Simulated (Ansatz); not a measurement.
# CH5N2: the cost of one run

Method: UKS B3LYP-D4/def2-SVPD, in Ansatz 0.2.0.

### Step 1. The structure to begin with

Bond lengths: N1–C2 1.416 Å, C2–N3 1.416 Å, N1–H4 1.013 Å, N1–H5 1.011 Å, C2–H6 1.081 Å, N3–H7 1.011 Å, N3–H8 1.013 Å. Angles: N1–C2–N3 115.0°, N1–C2–H6 113.5°, N3–C2–H6 113.5°, C2–N1–H4 112.2°, C2–N1–H5 111.6°, H4–N1–H5 110.8°, C2–N3–H7 111.7°, C2–N3–H8 112.3°, H7–N3–H8 110.7°.

As a file:

```xyz
8

N    -0.6533    0.7021   -0.7635
C     0.1506    0.3548    0.3493
N     0.7705   -0.9156    0.2663
H    -1.2870   -0.0433   -1.0263
H    -1.1591    1.5630   -0.6038
H     0.8226    1.1431    0.6593
H     1.2343   -1.1620    1.1307
H     0.1214   -1.6420   -0.0119
```

### Step 2. End point A

Input file input.yaml:

```yaml
crystal:
  periodic: [false, false, false]
  atoms:
    - { symbol: "N", position_ang: [-0.65326, 0.70208, -0.76353] }
    - { symbol: C, position_ang: [0.15062, 0.35475, 0.34926] }
    - { symbol: "N", position_ang: [0.77055, -0.91562, 0.26633] }
    - { symbol: H, position_ang: [-1.28703, -0.04332, -1.02629] }
    - { symbol: H, position_ang: [-1.15913, 1.56297, -0.60383] }
    - { symbol: H, position_ang: [0.82257, 1.14311, 0.65925] }
    - { symbol: H, position_ang: [1.23432, -1.16197, 1.13075] }
    - { symbol: H, position_ang: [0.12136, -1.64201, -0.01194] }
magnetization:
  spin_polarized: true
  initial_magnetization: 1
basis:
  gaussian: { orbitals: def2-SVPD }
hamiltonian:
  xc: b3lyp
  dispersion: d4
relax:
  f_tol: 0.015
  max_steps: 40
```

Started as:

```sh
ansatz run input.yaml --threads 2 --pin off --max-ram 3072MiB --backend cpu --events-out ev --progress --plain --runs-dir out
```

What time and memory should one allow on 2 threads of Arm Neoverse V1, shared host?

About 13 s, with a peak of 0.19 GiB.
